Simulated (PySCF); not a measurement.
# P4 (SMILES P12P3P1P23): levels of theory compared

Aim: a comparison of 6 runs (B3LYP/6-31G*, B3LYP/def2-SVPD, M06-2X/def2-SVPD, M06-L/def2-SVPD, TPSS/def2-SVPD, r2SCAN/def2-SVPD) of P4. 

The calculation is run with PySCF 2.14.0.

1 further run of the same task is left out (set aside as unsound or not needed).

**1. The system as given**

The species is P4 (4 atoms), meant as a singlet with charge 0. As SMILES, `P12P3P1P23`. The shape is that of a PBE0-D4/def2-TZVP optimisation.

Bond lengths: P1–P2 2.184 Å, P1–P3 2.184 Å, P2–P3 2.184 Å, P1–P4 2.184 Å, P2–P4 2.184 Å, P3–P4 2.184 Å. Some angles: P1–P2–P3 60.0°, P1–P2–P4 60.0°, P3–P2–P4 60.0°, P2–P1–P3 60.0°, P2–P1–P4 60.0°, P3–P1–P4 60.0°, P1–P3–P2 60.0°, P1–P3–P4 60.0°, P2–P3–P4 60.0°, P1–P4–P2 60.0°.

**2. The energy at B3LYP/6-31G(d) (spherical functions) (run 1)**

job.py reads:

```python
from pyscf import gto, dft

mol = gto.M(
    atom='''
P     -1.369673    -0.188973     2.115359
P      2.447006     0.207492     0.596587
P     -0.349599    -2.063014    -1.416917
P     -0.727734     2.044495    -1.294840
''',
    unit='bohr',
    spin=0,
    basis='6-31g*',
    max_memory=1860,
    verbose=3,
)

ks = dft.RKS(mol)
ks.xc = 'b3lyp'
ks.conv_tol = 1e-10
ks.grids.level = 5
ks.kernel()
if not ks.converged:
    ks = ks.newton().run(ks.mo_coeff, ks.mo_occ)

etot = ks.e_tot
print(f'total energy: {etot:.8f} hartree')
```

On the command line:

```console
$ OMP_NUM_THREADS=1 python job.py
```

Standard output:

```text
converged SCF energy = -1365.42998234479
total energy: -1365.42998234 hartree
```

Wall time 11 s (1 thread of Arm Neoverse V1, shared host); peak memory 0.37 GiB.

**3. A single-point energy at B3LYP/def2-SVPD (run 2)**

run.py reads:

```python
from pyscf import gto, dft

mol = gto.M(
    atom='''
P     -1.369673    -0.188973     2.115359
P      2.447006     0.207492     0.596587
P     -0.349599    -2.063014    -1.416917
P     -0.727734     2.044495    -1.294840
''',
    unit='bohr',
    basis='def2-svpd',
    max_memory=1860,
    spin=0,
    verbose=4,
    charge=0,
)

mf = dft.RKS(mol, xc='b3lyp')
mf.grids.level = 5
mf.conv_tol = 1e-10
mf.kernel()
if not mf.converged:
    mf = mf.newton().run(mf.mo_coeff, mf.mo_occ)

energy = mf.e_tot
print('Final energy', energy)
```

On the command line:

```console
$ OMP_NUM_THREADS=1 python run.py
```

Standard output:

```text
PySCF version 2.14.0

[INPUT] num. atoms = 4
[INPUT] num. electrons = 60
[INPUT] charge = 0
[INPUT] spin (= nelec alpha-beta = 2S) = 0
[INPUT] symmetry False subgroup None
[INPUT] Mole.unit = bohr
[INPUT] Symbol           X                Y                Z      unit          X                Y                Z       unit  Magmom
[INPUT]  1 P     -0.724799738012  -0.100000205079   1.119399775715 AA   -1.369673000000  -0.188973000000   2.115359000000 Bohr   0.0
[INPUT]  2 P      1.294899810185   0.109800037848   0.315700244731 AA    2.447006000000   0.207492000000   0.596587000000 Bohr   0.0
[INPUT]  3 P     -0.184999823760  -1.091699994609  -0.749800186165 AA   -0.349599000000  -2.063014000000  -1.416917000000 Bohr   0.0
[INPUT]  4 P     -0.385100248412   1.081900161840  -0.685199819788 AA   -0.727734000000   2.044495000000  -1.294840000000 Bohr   0.0

nuclear repulsion = 327.132439735392
number of shells = 40
number of NR pGTOs = 168
number of NR cGTOs = 96
basis = def2-svpd
ecp = {}

******** <class 'pyscf.dft.rks.RKS'> ********
method = RKS
initial guess = minao
damping factor = 0
level_shift factor = 0
DIIS = <class 'pyscf.scf.diis.CDIIS'>
diis_start_cycle = 1
diis_space = 8
diis_damp = 0
SCF conv_tol = 1e-10
SCF conv_tol_grad = None
SCF max_cycles = 50
direct_scf = True
direct_scf_tol = 1e-13
XC library pyscf.dft.libxc version 7.0.0
    S. Lehtola, C. Steigemann, M. J.T. Oliveira, and M. A.L. Marques.,  SoftwareX 7, 1–5 (2018)
XC functionals = b3lyp
    P. J. Stephens, F. J. Devlin, C. F. Chabalowski, and M. J. Frisch.,  J. Phys. Chem. 98, 11623 (1994)
radial grids:
    Treutler-Ahlrichs [JCP 102, 346 (1995); DOI:10.1063/1.469408] (M4) radial grids

becke partition: Becke, JCP 88, 2547 (1988); DOI:10.1063/1.454033
pruning grids: <function nwchem_prune>
grids dens level: 5
symmetrized grids: False
atomic radii adjust function: <function treutler_atomic_radii_adjust>
small_rho_cutoff = 0
Set gradient conv threshold to 1e-05
Initial guess from minao.
tot grids = 174352
init E= -1365.78018122694
  HOMO = -0.281940185847302  LUMO = -0.06440156907218  gap/eV = 5.91953
cycle= 1 E= -1365.09523018368  delta_E= 0.685  |g|= 0.0923  |ddm|= 2.93
  HOMO = -0.262592702189928  LUMO = -0.0248516535603262  gap/eV = 6.46926
cycle= 2 E= -1365.09609300893  delta_E= -0.000863  |g|= 0.064  |ddm|= 0.335
  HOMO = -0.274363469132156  LUMO = -0.0317734781793209  gap/eV = 6.60121
cycle= 3 E= -1365.09735737335  delta_E= -0.00126  |g|= 0.0249  |ddm|= 0.125
  HOMO = -0.271720117037518  LUMO = -0.0300666414372415  gap/eV = 6.57573
cycle= 4 E= -1365.09756284685  delta_E= -0.000205  |g|= 0.000902  |ddm|= 0.0357
  HOMO = -0.271858974202715  LUMO = -0.0301858197239147  gap/eV = 6.57626
cycle= 5 E= -1365.09756318657  delta_E= -3.4e-07  |g|= 0.000208  |ddm|= 0.00367
  HOMO = -0.27180437656769  LUMO = -0.030136167443117  gap/eV = 6.57613
cycle= 6 E= -1365.09756319604  delta_E= -9.47e-09  |g|= 0.000138  |ddm|= 0.00066
  HOMO = -0.271803663782006  LUMO = -0.0301312279077127  gap/eV = 6.57624
cycle= 7 E= -1365.09756320311  delta_E= -7.06e-09  |g|= 2.06e-05  |ddm|= 0.000213
  HOMO = -0.271805399304136  LUMO = -0.0301330571148875  gap/eV = 6.57624
cycle= 8 E= -1365.09756320328  delta_E= -1.73e-10  |g|= 3.37e-07  |ddm|= 3.37e-05
  HOMO = -0.271805339064546  LUMO = -0.0301330284917105  gap/eV = 6.57624
cycle= 9 E= -1365.09756320328  delta_E= 3.18e-12  |g|= 8.2e-08  |ddm|= 8.18e-07
  HOMO = -0.271805342456216  LUMO = -0.0301330360370677  gap/eV = 6.57624
Extra cycle  E= -1365.09756320327  delta_E= 7.28e-12  |g|= 7.88e-08  |ddm|= 3.07e-07
converged SCF energy = -1365.09756320327
Final energy -1365.097563203271
```

Run time: 15 s. Hardware: 1 thread of Arm Neoverse V1, shared host; peak memory 0.49 GiB.

Runs 3 to 5 aren't shown in full; the table further down has their settings and results.

**4. The energy at r2SCAN/def2-SVPD (run 6)**

run.py reads:

```python
from pyscf import gto, dft

mol = gto.M(
    atom='''
P       -0.724800      -0.100000       1.119400
P        1.294900       0.109800       0.315700
P       -0.185000      -1.091700      -0.749800
P       -0.385100       1.081900      -0.685200
''',
    verbose=3,
    spin=0,
    max_memory=1860,
    basis='def2-svpd',
    charge=0,
)

mf = dft.RKS(mol)
mf.xc = 'r2scan'
mf.conv_tol = 1e-10
mf.grids.level = 5
mf.kernel()
if not mf.converged:
    mf = mf.newton().run(mf.mo_coeff, mf.mo_occ)

energy = mf.e_tot
print(f'total energy: {energy:.8f} hartree')
```

On the command line:

```console
$ OMP_NUM_THREADS=1 python run.py
```

Standard output:

```text
converged SCF energy = -1364.95369193703
total energy: -1364.95369194 hartree
```

Wall time 25 s (1 thread of Arm Neoverse V1, shared host); peak memory 0.54 GiB.

**5. Overview of the runs**

| run | level | energy (Eh) | dipole moment (D) | HOMO energy (eV) | LUMO energy (eV) | wall time |
| --- | --- | --- | --- | --- | --- | --- |
| 1 | B3LYP/6-31G* (spherical functions) | -1365.429982 | 0.00 | -7.46 | -0.87 | 11 s |
| 2 | B3LYP/def2-SVPD | -1365.097563 | 0.00 | -7.40 | -0.82 | 15 s |
| 3 | M06-2X/def2-SVPD | -1364.994924 | 0.00 | -8.51 | 0.17 | 27 s |
| 4 | M06-L/def2-SVPD | -1365.066309 | 0.00 | -6.91 | -1.43 | 25 s |
| 5 | TPSS/def2-SVPD | -1365.143145 | 0.00 | -6.78 | -1.45 | 26 s |
| 6 | r2SCAN/def2-SVPD | -1364.953692 | 0.00 | -6.97 | -1.40 | 25 s |

**6. Outcome**

| quantity | value |
| --- | --- |
| run 6: total energy | -1364.95369 Eh |
| run 6: dipole moment | 0.00 D |
| run 6: HOMO energy | -6.97 eV |
| run 6: LUMO energy | -1.40 eV |
| run 6: HOMO–LUMO gap | 5.57 eV |

What this shows: The HOMO–LUMO gap runs from 5.33 eV (TPSS/def2-SVPD) to 8.68 eV (M06-2X/def2-SVPD). Totals of different functionals can't be ranked against each other. All runs together took 2.1 min, the longest 27 s.
